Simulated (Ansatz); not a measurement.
# C₃H₄O₂: a ladder of functionals and wavefunction methods

An exercise on one series of results from a longer session: the logs are not shown, and one member is left open.

Method: functionals in def2-TZVPP, the program's frozen cores in correlated methods; program: Ansatz 0.2.0, Gaussian basis.

The runs, in order: LDA (SPW92), PBE-D4, revPBE-D4, BLYP-D4, r2SCAN-D4, B97M-V, PBE0-D4, B3LYP-D4, r2SCANh-D4, r2SCAN0-D4, HSE06-D4, BHLYP-D4, CAM-B3LYP-D4, LC-ωPBE, ωB97X-V, ωB97M-V, B2PLYP, PBE-QIDH; CCSD(T)/def2-SVP; CCSD(T)/def2-TZVPP; MP2/def2-QZVPP; extrapolation to the limit; RPA on PBE.

## The geometry

An earlier PBE0-D4 in a triple-zeta def2 set relaxation fixed the geometry.

SMILES `O=CC1CO1`, 9 atoms, charge 0, spin multiplicity 1.

Atoms are counted from 1 here; the program's logs count them from 0.

Bond lengths: O1–C2 1.199 Å, C2–C3 1.484 Å, C2–H6 1.112 Å, C3–C4 1.469 Å, C3–O5 1.420 Å, C3–H7 1.087 Å, C4–O5 1.405 Å, C4–H8 1.087 Å, C4–H9 1.088 Å. Angles: O1–C2–C3 123.9°, O1–C2–H6 122.4°, C3–C2–H6 113.8°, C2–C3–C4 117.9°, C2–C3–O5 114.9°, C2–C3–H7 116.5°, C4–C3–O5 58.2°, C4–C3–H7 119.7°, O5–C3–H7 116.5°, C3–C4–O5 59.2°, C3–C4–H8 118.0°, C3–C4–H9 119.5°, O5–C4–H8 116.1°, O5–C4–H9 115.6°, H8–C4–H9 116.1°, C3–O5–C4 62.7°.

The first run:

Input file in.yaml:

```yaml
crystal:
  periodic: [false, false, false]
  atoms:
    - {symbol: O, position_ang: [-0.275187, 2.194575, 0.915004]}
    - {symbol: C, position_ang: [-0.221924, 1.329257, 0.086942]}
    - {symbol: C, position_ang: [0.483247, 0.038210, 0.283939]}
    - {symbol: C, position_ang: [-0.166090, -1.182369, -0.212376]}
    - {symbol: O, position_ang: [0.904918, -0.600987, -0.911761]}
    - {symbol: H, position_ang: [-0.710486, 1.425853, -0.907168]}
    - {symbol: H, position_ang: [1.162493, -0.019431, 1.130102]}
    - {symbol: H, position_ang: [0.048149, -2.117938, 0.297092]}
    - {symbol: H, position_ang: [-1.136621, -1.113671, -0.698875]}
basis:
  gaussian: {orbitals: def2-TZVPP}
hamiltonian: {xc: lda}
output: {orbitals: {seedname: orbitals}}
```

Steps of the session up to this table: LDA; PBE-D4 (GGA); revPBE-D4 (GGA); BLYP-D4 (GGA); r2SCAN-D4 (meta-GGA); B97M-V (meta-GGA); PBE0-D4 (hybrid); B3LYP-D4 (hybrid); r2SCANh-D4 (hybrid); r2SCAN0-D4 (hybrid); HSE06-D4 (hybrid); BHLYP-D4 (hybrid); CAM-B3LYP-D4 (range-separated); LC-ωPBE (range-separated); ωB97X-V (range-separated); ωB97M-V (range-separated); B2PLYP (double hybrid); PBE-QIDH (double hybrid).

One of the session's tables, all rows but one given; the rest of the session is left out.

It belongs to the step «Orbital energies across the functionals». 

| functional | HOMO (eV) | gap (eV) |
| --- | --- | --- |
| LDA (SPW92) | -6.27 | 3.62 |
| PBE-D4 | -6.11 | 3.74 |
| revPBE-D4 | -6.05 | 3.78 |
| BLYP-D4 | -6.06 | 3.80 |
| r2SCAN-D4 | -6.43 | 4.28 |
| B97M-V | -6.61 | 4.57 |
| PBE0-D4 | -7.76 | 6.53 |
| B3LYP-D4 | -7.54 | 6.02 |
| r2SCANh-D4 | -7.05 | 5.32 |
| r2SCAN0-D4 | -7.99 | 6.88 |
| HSE06-D4 | ? | ? |
| BHLYP-D4 | -9.39 | 9.39 |
| CAM-B3LYP-D4 | -9.27 | 9.23 |
| LC-ωPBE | -10.56 | 11.79 |
| ωB97X-V | -10.24 | 11.40 |
| ωB97M-V | -10.19 | 11.24 |

**Question.** Estimate the row for HSE06-D4.

As computed: HOMO (eV): -7.35; gap (eV): 5.73. In the column «HOMO (eV)» it lies between B3LYP-D4 (-7.54) and r2SCANh-D4 (-7.05).
